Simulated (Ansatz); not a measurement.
# AlSiH+ (doublet): the correlation ladder, def2-QZVPP

One table from this session's results is given with a row withheld; the runs are named, their logs left out.

Computed with Ansatz 0.2.0, Gaussian basis. Level: def2-QZVPP, core rule «outside noble gas», up to 10 orbitals frozen.

Plan: UHF; ROHF; CCSD(T) on UHF.

2 further runs of the same task are left out: 2 set aside as unsound or not needed. Runs told in other sessions of the task aren't counted.

## The geometry

The geometry is a PBE0/def2-TZVP stationary point (not a proven minimum) of the parent state, kept for this charge and spin.

3 atoms, charge 1, spin multiplicity 2.

Atoms are counted from 1 here; the program's logs count them from 0.

Bond lengths: Si1–Al2 2.647 Å, Si1–H3 1.545 Å. Angles: Al2–Si1–H3 78.2°.

The first run:

The input, in.yaml:

```yaml
crystal:
  periodic: [false, false, false]
  atoms:
    - {symbol: Si, position_ang: [0.000000, -0.066010, 1.277710]}
    - {symbol: Al, position_ang: [0.000000, 0.014356, -1.367591]}
    - {symbol: H, position_ang: [0.000000, 1.455013, 1.006599]}
basis:
  gaussian: {orbitals: "def2-QZVPP.json"}
total_charge: 1
magnetization: {spin_polarized: true, initial_magnetization: 1}
hamiltonian: {xc: hf}
output: {orbitals: {seedname: orbitals}}
```

Command:

```bash
> ansatz run in.yaml --threads 1 --pin off --events-out ev --progress --plain --max-ram 2393MiB
```

Steps of the session up to this table: UHF; ROHF; CCSD(T) on UHF.

One table of the session follows, with a row left open; its other results are not shown here.

```
  method  from UCCSD(T) (meV)
    ROHF                    ?
     UHF              +4479.1
    UMP2              +1045.2
   UCCSD               +169.3
UCCSD(T)                    0
```

Estimate the missing values for ROHF.

The run gave: from UCCSD(T) (meV): +4753.3. In the column «from UCCSD(T) (meV)» it is the highest.
